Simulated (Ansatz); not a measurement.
## Ansatz (development build ahead of 0.2.0) run

```yaml
crystal:
  periodic: [false, false, false]
  atoms:
    - { symbol: C, position_ang: [0.0, 0.0, -0.60944] }
    - { symbol: "N", position_ang: [0.0, 0.0, 0.60944] }
basis:
  gaussian: { orbitals: "6-31G" }
magnetization:
  spin_polarized: true
  initial_magnetization: 1
hamiltonian:
  xc: hf
correlation:
  method: ccsd_t
  frozen_orbitals: { C: 1, "N": 1 }
```

The input is written out in the form of the current development build from the run's settings.

Results

```yaml
Converged: yes
Reference_energy: -92.16235 hartree
Correlation_energy: -0.20031 hartree
Total_energy: -92.36266 hartree
```
